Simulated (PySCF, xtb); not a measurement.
**Ranking isomers of H7N2Si+**

3 gas-phase structures of H7N2Si+, found in a search over its isomers (lower ones may exist). Each was relaxed with GFN2-xTB; where two conformers were screened, the lower at r2SCAN-D4/def2-SVP is listed:

A. `N[SiH2][NH3+]`, a singlet
B. `N[NH2+][SiH3]`, a singlet
C. a singlet given by its coordinates

C (Å):

```json
{"atom": "N", "x (Å)": "-1.4019", "y (Å)": "-1.5182", "z (Å)": "-0.5143"}
{"atom": "N", "x (Å)": "1.4308", "y (Å)": "-1.1031", "z (Å)": "-0.8196"}
{"atom": "Si", "x (Å)": "0.0481", "y (Å)": "-0.5898", "z (Å)": "0.6380"}
{"atom": "H", "x (Å)": "-1.4220", "y (Å)": "-1.2780", "z (Å)": "-1.5054"}
{"atom": "H", "x (Å)": "-2.2984", "y (Å)": "-1.2369", "z (Å)": "-0.1220"}
{"atom": "H", "x (Å)": "-1.3529", "y (Å)": "-2.5315", "z (Å)": "-0.4355"}
{"atom": "H", "x (Å)": "-0.2162", "y (Å)": "0.6556", "z (Å)": "-0.1181"}
{"atom": "H", "x (Å)": "1.1783", "y (Å)": "-0.8879", "z (Å)": "-1.7839"}
{"atom": "H", "x (Å)": "1.6785", "y (Å)": "-2.0885", "z (Å)": "-0.7685"}
{"atom": "H", "x (Å)": "2.2757", "y (Å)": "-0.5765", "z (Å)": "-0.6074"}
```

Close contacts (Å): N1–Si3 2.07, N2–Si3 2.07, N1–H4 1.02, N1–H5 1.02, N1–H6 1.02, N2–H8 1.02, N2–H9 1.02, N2–H10 1.02, Si3–H7 1.48.

Q: Estimate their order in r2SCAN-D4/def2-SVP energy at these geometries, lowest first.

A: Calculated order at r2SCAN-D4/def2-SVP: A (0.000), C (1.084), B (2.636) eV.

Energies above the lowest of each column, in eV; the last columns are at B3LYP-D3(BJ)/def2-SVP geometries and were run for some of them only (a dash: not run or not comparable):

| structure | GFN2-xTB | HF/STO-3G | r2SCAN-D4/def2-SVP | B3LYP-D3(BJ)/def2-SVP | CCSD(T)/def2-SVP + ΔMP2/def2-TZVPP |
| --- | --- | --- | --- | --- | --- |
| A | 0.000 | 0.000 | 0.000 | 0.000 | 0.000 |
| C | 1.837 | 0.814 | 1.084 | 0.930 | 1.138 |
| B | 1.941 | 1.947 | 2.636 | – | – |

Every level run on A puts it lowest or level with the lowest. Flexible structures stand in one conformer each, not always the lowest. Frequencies (GFN2-xTB) were run for C alone. The ΔMP2 step shifts differences by up to 0.241 eV, which makes them less sure. ΔMP2 is the change of the MP2 energy from the smaller to the larger basis.

Programs: PySCF 2.14.0, xtb 6.7.1.
